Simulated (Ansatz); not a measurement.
Be3V: from a trial structure to a relaxed crystal

The calculation used DFT PBE, scalar-relativistic, plane waves, PAW in Ansatz. Cutoff 420 eV, Γ-centred k mesh, Gaussian smearing, no spin polarisation in the final step.

The start is a random cell of Be3V with space group Fm-3m (No. 225), drawn with lower limits on the distances.

```yaml
crystal:
  lattice:
    - [0.00000, 3.54775, 3.54775]
    - [3.54775, 0.00000, 3.54775]
    - [3.54775, 3.54775, 0.00000]
  atoms:
    - { symbol: Be, position: [0.66667, 0.33333, 0.33333] }
    - { symbol: Be, position: [0.33333, 0.66667, 0.66667] }
    - { symbol: Be, position: [0.66667, 0.33333, 0.66667] }
    - { symbol: Be, position: [0.33333, 0.66667, 0.33333] }
    - { symbol: Be, position: [0.66667, 0.66667, 0.33333] }
    - { symbol: Be, position: [0.33333, 0.33333, 0.66667] }
    - { symbol: V, position: [0.25000, 0.25000, 0.25000] }
    - { symbol: V, position: [0.75000, 0.75000, 0.75000] }
```

Cell and atoms relax at zero pressure; the relaxation can't lower the symmetry of the start. After a coarse first stage the cell is made exact in the group found at 0.06 Å.

Formation energies are uncorrected and refer to the elements' standard structures at the same level.

Describe the relaxed structure.

It ends in Pm-3m (No. 221). The result has the Cu3Au (L1_2) structure. Conventional cell: a = 3.363 Å. Be has 4 V at 2.38 Å and 8 Be at 2.38 Å; around V lie 12 Be at 2.38 Å.

```xyz
4
Lattice="3.3627 0.0000 0.0000 0.0000 3.3627 0.0000 0.0000 0.0000 3.3627" Properties=species:S:1:pos:R:3 pbc="T T T"
Be    1.6813    0.0000    0.0000
Be    0.0000    1.6813    0.0000
Be    0.0000    0.0000    1.6813
V     1.6813    1.6813    1.6813
```

What are its volume, energy, density and gap?

The volume per atom is 9.51 Å³ and the density is 3.41 g/cm³. The energy over the elements is -0.11 eV/atom and the gap on the 14×14×14 mesh is 0 eV (a metal).

The final run used a 14×14×14 mesh on its 4-atom cell and 0.10 eV smearing. The k mesh leaves about 4 meV/atom of noise in metals. A structure relaxed within its symmetry needn't be a true minimum. The steps took of the order of 40 core-seconds in all.

Cost: 2 runs of about 0.64 core-minutes in all, on Arm Neoverse V1 (shared hosts).